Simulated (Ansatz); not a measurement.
**BHS+ (quartet): wave-function methods side by side, def2-QZVPP**

One table from this session's results is given with a row withheld; the runs are named, their logs left out.

Method: def2-QZVPP, core rule «outside noble gas», up to 6 orbitals frozen; program: Ansatz 0.2.0, Gaussian basis.

To be run: UHF; ROHF; CCSD(T) on UHF.

2 further runs of the same task are left out: 2 set aside as unsound or not needed.

## The system

The geometry is a PBE0/def2-TZVP stationary point (not a proven minimum) of the parent state, kept for this charge and spin.

3 atoms, charge 1, spin multiplicity 4.

Atoms are counted from 1 here; the program's logs count them from 0.

Bond lengths: B1–S2 1.710 Å, S2–H3 1.369 Å. Angles: B1–S2–H3 103.8°.

Set-up of the first run:

in.yaml reads:

```yaml
crystal:
  periodic: [false, false, false]
  atoms:
    - {symbol: B, position_ang: [0.000000, 0.089300, 1.293314]}
    - {symbol: S, position_ang: [0.000000, -0.068618, -0.409085]}
    - {symbol: H, position_ang: [0.000000, 1.225097, -0.857906]}
basis:
  gaussian: {orbitals: "def2-QZVPP.json"}
total_charge: 1
magnetization: {spin_polarized: true, initial_magnetization: 3}
hamiltonian: {xc: hf}
output: {orbitals: {seedname: orbitals}}
```

Launch:

```bash
ansatz run in.yaml --threads 1 --pin off --events-out ev --progress --plain --max-ram 2393MiB
```

Steps of the session up to this table: UHF; ROHF; CCSD(T) on UHF.

One of the session's tables, all rows but one given; the rest of the session is left out.

| method | from UCCSD(T) (kcal/mol) |
| --- | --- |
| ROHF | +148.37 |
| UHF | +144.73 |
| UMP2 | ? |
| UCCSD | +5.99 |
| UCCSD(T) | 0 |

**Question.** Estimate the row for UMP2.

**Answer.** from UCCSD(T) (kcal/mol): +24.49. In the column «from UCCSD(T) (kcal/mol)» it lies between UCCSD (+5.99) and UHF (+144.73).
